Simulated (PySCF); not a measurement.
BC at TPSSh

Computed with TPSSh; PySCF, no relativity, basis sets B def2-TZVPP, C def2-TZVPP.

- state: ⁴Σ⁻ (quartet), unpaired electrons σ ↑, π ↑↑
- bond length: 0.1484 nm
- harmonic wavenumber: 1212 cm⁻¹
- force constant: 4.97 mdyn/Å
- rotational constant Be: 1.334 cm⁻¹
- anharmonicity ωexe: 12.8 cm⁻¹
- vibration–rotation constant αe: 0.0172 cm⁻¹
- well depth De to B + C: 4.61 eV
- dissociation energy D0: 4.54 eV
- bond order (Mayer): 2.03
- dipole moment (positive dipole means B(−)C(+)): -1.46 D

The state was picked by a PBE0 search and need not be the measured ground state.
